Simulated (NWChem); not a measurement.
**C2H2F4 (SMILES FCC(F)(F)F): levels of theory compared**

Aim: a comparison of 5 runs (B3LYP/cc-pVDZ, BHLYP/cc-pVDZ, CAM-B3LYP/cc-pVDZ, M06-2X/cc-pVDZ, PBE0/cc-pVDZ) of C2H2F4. 

Program for the calculation: NWChem 7.3.0.

### Step 1. Starting point

C2H2F4 has 8 atoms, charge 0, and is taken as a singlet. As SMILES, `FCC(F)(F)F`. The coordinates come from a PBE0-D4/def2-TZVP relaxation.

Bond lengths: F1–C2 1.364 Å, C2–C3 1.514 Å, C3–F4 1.332 Å, C3–F5 1.339 Å, C3–F6 1.332 Å, C2–H7 1.092 Å, C2–H8 1.092 Å. Some angles: F1–C2–C3 109.8°, C2–C3–F4 111.9°, C2–C3–F5 108.9°, C2–C3–F6 111.9°, F4–C3–F5 108.1°, F4–C3–F6 107.9°, F5–C3–F6 108.1°, F1–C2–H7 109.7°, F1–C2–H8 109.7°, C3–C2–H7 108.6°.

### Step 2. Energy and gradient at B3LYP/cc-pVDZ (run 1)

Contents of c2h2f4.nw:

```
start c2h2f4
title "C2H2F4 B3LYP"
memory stack 880 mb heap 220 mb global 1100 mb

geometry units angstrom noautosym nocenter noautoz
 F       -0.224600      -1.506500       0.915200
 C       -0.211200      -0.737800      -0.211700
 C        0.211200       0.674300       0.135500
 F        1.434400       0.711300       0.662400
 F        0.217100       1.411800      -0.982100
 F       -0.624600       1.243600       1.002900
 H        0.502000      -1.148600      -0.930100
 H       -1.212300      -0.705100      -0.647900
end

basis spherical bse
 * library cc-pVDZ
end

dft
 xc b3lyp
 mult 1
 grid fine
 convergence energy 1e-08
 iterations 100
 mulliken
 noprint "final vectors analysis"
end

task dft gradient
```

On the command line:

```console
nwchem c2h2f4.nw > c2h2f4.out
```

What it wrote:

```text
[...]
          Wavefunction type:  closed shell.
          No. of atoms     :     8
          No. of electrons :    50
[...]
          Charge           :     0
          Spin multiplicity:     1
[...]
          AO basis - number of functions:    94
[...]
              XC Information
              --------------
                         B3LYP Method XC Potential
                     Hartree-Fock (Exact) Exchange  0.200
                        Slater Exchange Functional  0.800 local
                    Becke 1988 Exchange Functional  0.720 non-local
              Lee-Yang-Parr Correlation Functional  0.810
                  VWN I RPA Correlation Functional  0.190 local
[...]
 d= 0,ls=0.0,diis     1   -476.6056568050 -7.50D+02  1.74D-02  1.90D+00     2.7
[...]
 d= 0,ls=0.0,diis    10   -476.8012678957 -5.19D-10  1.16D-07  2.71D-10    20.7
         Total DFT energy =     -476.801267895673
      One electron energy =    -1203.933161031045
           Coulomb energy =      507.652223314719
    Exchange-Corr. energy =      -53.560310943407
 Nuclear repulsion energy =      273.039980764060
[...]
      Total Density - Mulliken Population Analysis
     ---------------------------------------------
    Atom       Charge   Shell Charges
 -----------   ------   -------------------------------------------------------
    1 F    9     9.22   2.01  0.90  1.00  3.34  1.97  0.01
    2 C    6     5.78   2.01  0.69  0.32  2.06  0.58  0.12
    3 C    6     5.61   2.01  0.73  0.17  1.91  0.48  0.31
    4 F    9     9.15   2.01  0.90  0.98  3.35  1.91  0.01
    5 F    9     9.16   2.01  0.90  0.99  3.35  1.92  0.01
    6 F    9     9.15   2.01  0.90  0.98  3.35  1.91  0.01
    7 H    1     0.97   0.76  0.18  0.03
    8 H    1     0.97   0.76  0.18  0.03
[...]
  wavefunction    = closed shell
[...]
```

Wall time 26 s (1 thread of AMD EPYC 7R43 (Zen 3), shared host); peak memory 0.11 GiB.

### Step 3. Energy and gradient at BHLYP/cc-pVDZ (run 2)

Contents of c2h2f4.xyz:

```xyz
8
C2H2F4
F     -0.224600    -1.506500     0.915200
C     -0.211200    -0.737800    -0.211700
C      0.211200     0.674300     0.135500
F      1.434400     0.711300     0.662400
F      0.217100     1.411800    -0.982100
F     -0.624600     1.243600     1.002900
H      0.502000    -1.148600    -0.930100
H     -1.212300    -0.705100    -0.647900
```

Contents of c2h2f4.nw:

```
start c2h2f4
title "C2H2F4"
memory 2200 mb
geometry units angstroms noautosym nocenter noautoz
  load format xyz c2h2f4.xyz
end
basis "ao basis" spherical bse
  * library cc-pVDZ
end
dft
  xc bhlyp
  grid fine
  convergence energy 1e-08
  maxiter 100
  mulliken
  noprint "final vectors analysis"
end
task dft gradient
```

On the command line:

```console
nwchem c2h2f4.nw > c2h2f4.out
```

What it wrote:

```text
[...]
          Wavefunction type:  closed shell.
          No. of atoms     :     8
          No. of electrons :    50
[...]
          Charge           :     0
          Spin multiplicity:     1
[...]
          AO basis - number of functions:    94
[...]
              XC Information
              --------------
                        BHLYP Method XC Functional
                     Hartree-Fock (Exact) Exchange  0.500
                        Slater Exchange Functional  0.500 local
                    Becke 1988 Exchange Functional  0.500 non-local
              Lee-Yang-Parr Correlation Functional  1.000
[...]
 d= 0,ls=0.0,diis     1   -476.4451202461 -7.49D+02  1.29D-02  1.63D+00     2.7
[...]
 d= 0,ls=0.0,diis     9   -476.6176069212 -7.04D-09  4.75D-07  4.87D-09    19.0
         Total DFT energy =     -476.617606921247
      One electron energy =    -1203.823692148653
           Coulomb energy =      507.572585370524
    Exchange-Corr. energy =      -53.406480907179
 Nuclear repulsion energy =      273.039980764060
[...]
      Total Density - Mulliken Population Analysis
     ---------------------------------------------
    Atom       Charge   Shell Charges
 -----------   ------   -------------------------------------------------------
    1 F    9     9.26   2.00  0.90  1.01  3.34  2.00  0.01
    2 C    6     5.76   2.01  0.69  0.32  2.03  0.59  0.12
    3 C    6     5.48   2.01  0.73  0.15  1.86  0.41  0.32
    4 F    9     9.19   2.00  0.90  0.99  3.35  1.94  0.01
    5 F    9     9.21   2.00  0.90  0.99  3.34  1.96  0.01
    6 F    9     9.19   2.00  0.90  0.99  3.35  1.94  0.01
    7 H    1     0.95   0.76  0.16  0.03
    8 H    1     0.95   0.76  0.16  0.03
[...]
  wavefunction    = closed shell
[...]
```

It took 24 s on 1 thread of AMD EPYC 7R43 (Zen 3), shared host; peak memory 0.11 GiB.

Runs 3 to 4 aren't shown in full; the table further down has their settings and results.

### Step 4. Energy and forces at PBE0/cc-pVDZ (run 5)

Contents of sp.xyz:

```xyz
8
C2H2F4
F     -0.224600    -1.506500     0.915200
C     -0.211200    -0.737800    -0.211700
C      0.211200     0.674300     0.135500
F      1.434400     0.711300     0.662400
F      0.217100     1.411800    -0.982100
F     -0.624600     1.243600     1.002900
H      0.502000    -1.148600    -0.930100
H     -1.212300    -0.705100    -0.647900
```

Contents of sp.nw:

```
start sp
title "C2H2F4"
memory stack 880 mb heap 220 mb global 1100 mb
geometry noautosym nocenter noautoz
load format xyz sp.xyz
end
basis spherical bse
F library cc-pVDZ
C library cc-pVDZ
H library cc-pVDZ
end
dft
xc pbe0
grid fine
convergence energy 1e-08
maxiter 100
mulliken
noprint "final vectors analysis"
end
task dft gradient
```

On the command line:

```console
nwchem sp.nw > sp.out
```

What it wrote:

```text
[...]
          Wavefunction type:  closed shell.
          No. of atoms     :     8
          No. of electrons :    50
[...]
          Charge           :     0
          Spin multiplicity:     1
[...]
          AO basis - number of functions:    94
[...]
              XC Information
              --------------
                         PBE0 Method XC Functional
                     Hartree-Fock (Exact) Exchange  0.250
          PerdewBurkeErnzerhof Exchange Functional  0.750
            Perdew 1991 LDA Correlation Functional  1.000 local
           PerdewBurkeErnz. Correlation Functional  1.000 non-local
[...]
 d= 0,ls=0.0,diis     1   -476.1511202153 -7.49D+02  1.64D-02  1.88D+00     2.8
[...]
 d= 0,ls=0.0,diis     8   -476.3449932451  2.92D-09  2.80D-06  3.35D-07    16.8
         Total DFT energy =     -476.344993245136
      One electron energy =    -1203.780623540448
           Coulomb energy =      507.475607288065
    Exchange-Corr. energy =      -53.079957756814
 Nuclear repulsion energy =      273.039980764060
[...]
      Total Density - Mulliken Population Analysis
     ---------------------------------------------
    Atom       Charge   Shell Charges
 -----------   ------   -------------------------------------------------------
    1 F    9     9.22   2.01  0.90  1.01  3.33  1.98  0.01
    2 C    6     5.82   2.01  0.69  0.35  2.05  0.60  0.12
    3 C    6     5.58   2.01  0.73  0.18  1.89  0.45  0.32
    4 F    9     9.16   2.01  0.90  0.99  3.33  1.92  0.01
    5 F    9     9.17   2.01  0.90  0.99  3.33  1.93  0.01
    6 F    9     9.16   2.01  0.90  0.99  3.33  1.92  0.01
    7 H    1     0.94   0.76  0.16  0.03
    8 H    1     0.94   0.76  0.16  0.03
[...]
  wavefunction    = closed shell
[...]
```

It took 22 s on 1 thread of AMD EPYC 7R43 (Zen 3), shared host; peak memory 0.11 GiB.

### Step 5. All runs side by side

```
run              level  energy (Eh)  dipole moment (D)  largest force (eV/Å)  wall time
  1      B3LYP/cc-pVDZ  -476.801268               1.82                 0.659       26 s
  2      BHLYP/cc-pVDZ  -476.617607               2.03                 0.324       24 s
  3  CAM-B3LYP/cc-pVDZ  -476.675072               1.87                 0.318       82 s
  4     M06-2X/cc-pVDZ  -476.653822               1.95                 0.227       28 s
  5       PBE0/cc-pVDZ  -476.344993               1.86                 0.313       22 s
```

### Step 6. Summary of results

| quantity | value |
| --- | --- |
| run 5: total energy | -476.34499 Eh |
| run 5: dipole moment | 1.86 D |
| run 5: largest force on an atom | 0.313 eV/Å |

**Reading.** The dipole moment (its size) runs from 1.82 D (B3LYP/cc-pVDZ) to 2.03 D (BHLYP/cc-pVDZ). Totals of different functionals can't be ranked against each other. All runs together took 3 min, the longest 82 s.
